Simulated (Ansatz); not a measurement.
Results of r²SCAN+rVV10 (Ansatz, a quantum-chemistry and plane-wave program, plane waves, PAW) for hcp Zr.

Settings: plane-wave cutoff 600 eV, 18×18×8 k mesh (along the axes of the cell as run), Fermi–Dirac smearing 0.1 eV, finite displacements, scalar-relativistic PAW data made under PBE.

Computed at the level's own relaxed cell.

Space group P6₃/mmc (No. 194); a = b = 3.2339 Å, c = 5.1382 Å, α = β = 90.00°, γ = 120.00°

```json
[
 {"atom": "Zr", "site": "2c", "symmetry": "-6m2", "x": "0.3333", "y": "0.6667", "z": "0.2500"}
]
```

Harmonic phonon frequencies (cm⁻¹; i marks an imaginary mode):

```tsv
q point	frequencies
Γ	0 0 0 82 82 153
M	73 81 161 161 178 183
A	58 58 58 58 139 139
L	126 126 128 128 195 195
```

No imaginary mode appears at these points.
